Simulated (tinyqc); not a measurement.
Inside a calculation (part 2 of 2). Method: CIS on RHF in the sto-3g basis, frozen core, for H2F+, spin multiplicity 1. Computed by tinyqc, a small Python program that keeps every step (integrals from PySCF). Command: `OMP_NUM_THREADS=1 python tinyqc.py 30931 30932 out.jsonl` (the two numbers bound the seeds that draw the settings). One thread of a shared host (Intel(R) Xeon(R) Processor @ 2.60GHz), about 0.1 s of CPU time with the checks.

Geometry (angstrom):
```
atom         x          y         z
F     0.000000   0.000000  0.000000
H     0.000000   0.891000  0.497000
H     0.000000  -0.954000  0.532000
```

## CIS matrix, triplets

orbital energies (hartree): MO1 -26.577250, MO2 -2.003887, MO3 -1.147436, MO4 -1.024544, MO5 -1.006591, MO6 -0.069000, MO7 0.125421

Two-electron integrals over orbitals (pq|rs), unique and non-zero (hartree); the lowest 1 orbital is frozen and left out:
```
(22|22) 0.856781    (32|22) 0.003165    (32|32) 0.155177    (33|22) 0.746787
(33|32) -0.004815   (33|33) 0.720130    (42|22) -0.001913   (42|32) 0.001385
(42|33) -0.005317   (42|42) 0.164111    (43|22) 0.006553    (43|32) 0.007878
(43|33) 0.006321    (43|42) -0.007406   (43|43) 0.046940    (44|22) 0.823919
(44|32) -0.008604   (44|33) 0.707287    (44|42) -0.084012   (44|43) 0.008886
(44|44) 0.898686    (52|52) 0.182630    (53|52) -0.005095   (53|53) 0.037492
(54|52) -0.030149   (54|53) 0.001689    (54|54) 0.053401    (55|22) 0.881357
(55|32) -0.006456   (55|33) 0.736761    (55|42) -0.046640   (55|43) 0.008459
(55|44) 0.840156    (55|55) 0.997514    (62|22) -0.135581   (62|32) 0.012504
(62|33) -0.082743   (62|42) -0.041559   (62|43) -0.003182   (62|44) -0.103518
(62|55) -0.143486   (62|62) 0.069483    (63|22) 0.037456    (63|32) 0.027372
(63|33) 0.030646    (63|42) -0.008416   (63|43) 0.018920    (63|44) 0.030660
(63|55) 0.039301    (63|62) -0.013637   (63|63) 0.074805    (64|22) -0.137757
(64|32) -0.008243   (64|33) -0.079388   (64|42) 0.000306    (64|43) -0.003609
(64|44) -0.144535   (64|55) -0.141015   (64|62) 0.057114    (64|63) -0.024221
(64|64) 0.070442    (65|52) -0.051420   (65|53) 0.005266    (65|54) -0.008045
(65|65) 0.024381    (66|22) 0.547620    (66|32) -0.028878   (66|33) 0.538776
(66|42) 0.063038    (66|43) -0.018460   (66|44) 0.523143    (66|55) 0.527989
(66|62) -0.042655   (66|63) -0.029205   (66|64) -0.016759   (66|66) 0.551929
(72|22) -0.033630   (72|32) -0.067129   (72|33) -0.014108   (72|42) -0.001419
(72|43) 0.019199    (72|44) -0.027998   (72|55) -0.033929   (72|62) 0.005357
(72|63) 0.022624    (72|64) 0.013072    (72|66) -0.010536   (72|72) 0.059674
(73|22) -0.212030   (73|32) 0.015453    (73|33) -0.160974   (73|42) 0.050404
(73|43) -0.001304   (73|44) -0.206574   (73|55) -0.232805   (73|62) 0.068310
(73|63) -0.010670   (73|64) 0.078163    (73|66) -0.022485   (73|72) 0.019959
(73|73) 0.161402    (74|22) -0.007619   (74|32) 0.049389    (74|33) -0.005323
(74|42) -0.007296   (74|43) -0.010244   (74|44) -0.009564   (74|55) -0.008740
(74|62) 0.009150    (74|63) 0.038427    (74|64) -0.003029   (74|66) -0.022948
(74|72) -0.009874   (74|73) 0.013971    (74|74) 0.043744    (75|52) -0.011695
(75|53) -0.025210   (75|54) 0.000508    (75|65) 0.001573    (75|75) 0.020988
(76|22) 0.001862    (76|32) 0.089372    (76|33) -0.002814   (76|42) 0.006461
(76|43) 0.043315    (76|44) -0.009536   (76|55) -0.003479   (76|62) -0.000662
(76|63) 0.082175    (76|64) -0.016150   (76|66) -0.053785   (76|72) 0.002923
(76|73) 0.024828    (76|74) 0.050538    (76|76) 0.145878    (77|22) 0.612787
(77|32) 0.035888    (77|33) 0.609499    (77|42) 0.004473    (77|43) 0.015615
(77|44) 0.589146    (77|55) 0.601167    (77|62) -0.043835   (77|63) 0.043756
(77|64) -0.038620   (77|66) 0.508211    (77|72) -0.010895   (77|73) -0.068516
(77|74) 0.018724    (77|76) 0.049223    (77|77) 0.590935
```

A(ia,jb) = (e_a - e_i) d_ij d_ab - (ij|ab).

CIS matrix A, triplet (hartree):
```
           2>6        2>7        3>6        3>7        4>6        4>7       5>6       5>7
2>6   1.387267  -0.001862   0.028878  -0.089372  -0.063038  -0.006461  0.000000  0.000000
2>7  -0.001862   1.516521  -0.089372  -0.035888  -0.006461  -0.004473  0.000000  0.000000
3>6   0.028878  -0.089372   0.539660   0.002814   0.018460  -0.043315  0.000000  0.000000
3>7  -0.089372  -0.035888   0.002814   0.663358  -0.043315  -0.015615  0.000000  0.000000
4>6  -0.063038  -0.006461   0.018460  -0.043315   0.432401   0.009536  0.000000  0.000000
4>7  -0.006461  -0.004473  -0.043315  -0.015615   0.009536   0.560818  0.000000  0.000000
5>6   0.000000   0.000000   0.000000   0.000000   0.000000   0.000000  0.409603  0.003479
5>7   0.000000   0.000000   0.000000   0.000000   0.000000   0.000000  0.003479  0.530845
```

## CIS triplet states

Diagonalise A (1 hartree = 27.211386 eV); each vector has its largest component positive (the first on a tie).

triplet excitation energies (eV): 11.143142  11.247800  13.694646  14.447739  16.037579  18.106868  38.162659  41.529194

lowest vectors:
```
       state 1    state 2   state 3   state 4    state 5    state 6
2>6   0.000000   0.084425  0.005105  0.000000   0.039661   0.096290
2>7   0.000000  -0.004588  0.076149  0.000000  -0.047543   0.042790
3>6   0.000000  -0.199051  0.772616  0.000000  -0.593294   0.047418
3>7   0.000000   0.190799  0.116973  0.000000   0.164492   0.952721
4>6   0.000000   0.952655  0.197268  0.000000  -0.081668  -0.208301
4>7   0.000000  -0.096307  0.587062  0.000000   0.781308  -0.188630
5>6   0.999589   0.000000  0.000000  0.028663   0.000000   0.000000
5>7  -0.028663   0.000000  0.000000  0.999589   0.000000   0.000000
```
